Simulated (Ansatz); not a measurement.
A made-up structure of CH₆BS (charge +1), closed shell:

```
9
angstrom
B -0.0567 -0.0287 -1.2003
C 0.6905 -0.4247 0.1437
S -0.2925 0.2641 1.4980
H -0.9224 -0.7399 -1.6004
H 0.1868 1.0245 -1.6970
H 0.5073 -0.5551 2.2320
H 0.7351 -1.4927 0.3758
H -1.5340 -0.1459 1.1383
H -0.4871 1.5281 1.0471
```

It is relaxed with PBE-D4/def2-SVP and then PBE0-D4/def2-TZVP (Ansatz 0.2.0). Atoms count as bonded within 1.22 times the sum of their covalent radii (H–H: 0.88 Å). The end point is not checked to be a true minimum.

**Question.** Does its bonding change? (A judgement: the text doesn't fix the answer.)

**Answer.** By the calculation: No: no bond forms or breaks.

Where it ends: The first stage lowers the energy by 3.07 eV in 13 steps. It ends as CH₆BS ([BH2][CH][SH3]), total charge +1:
B1  (0.009, -0.025, -1.291)
C2  (0.062, -0.816, -0.012)
S3  (-0.270, 0.085, 1.294)
H4  (0.235, -0.576, -2.317)
H5  (-0.261, 1.142, -1.227)
H6  (0.632, 0.290, 2.316)
H7  (0.280, -1.862, 0.180)
H8  (-1.347, -0.157, 2.121)
H9  (-0.514, 1.348, 0.873)
(Å)

Labels in which every atom is bracketed show which atoms are joined, not bond orders.

For scale, one of the runs: PBE0-D4/def2-TZVP relaxation, 135 basis functions, launched by `ansatz run in.yaml --threads 2 --pin off --events-out ev --progress --plain --max-ram 4352MiB`. Hardware: 2 CPU threads of an Arm Neoverse V2, shared host. Wall time about 19 s.
